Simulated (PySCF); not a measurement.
# Level of theory and proton affinities: `C[S-]` ([CH3S]-)

Coordinates in Å; atoms count from 1 in this order:
```
C    -0.1105   -0.0062   -0.0097
S     1.7121    0.1033    0.0314
H    -0.4725   -0.6514   -0.8336
H    -0.5257   -0.4263    0.9270
H    -0.5861    0.9838   -0.1507
```

All levels share the PBE0-D3(BJ)/ma-def2-SVP structures and the PBE0-D3(BJ)/ma-def2-SVP thermal terms; only the single-point energies (PySCF) change. Values are proton affinities (298 K, kJ/mol).

```csv
level,S2,time
MP2/ma-def2-TZVP,1487,2.6 s
CCSD(T)/ma-def2-TZVP,1498,23 s
PBE0-D3(BJ)/ma-def2-TZVP,1499,–
HF/ma-def2-TZVP,1507,0.76 s
```

Times are wall times for all single points of a level on 1 thread of Intel Xeon @ 2.60GHz, a shared host; the dash marks the run that also made the structures.

Hartree-Fock leaves out electron correlation, so its proton affinities can be off by tens of kJ/mol.

The spread: 21 kJ/mol, from 1487 to 1507.

Differences come from unrounded values, so a last digit can differ from that of the printed terms.
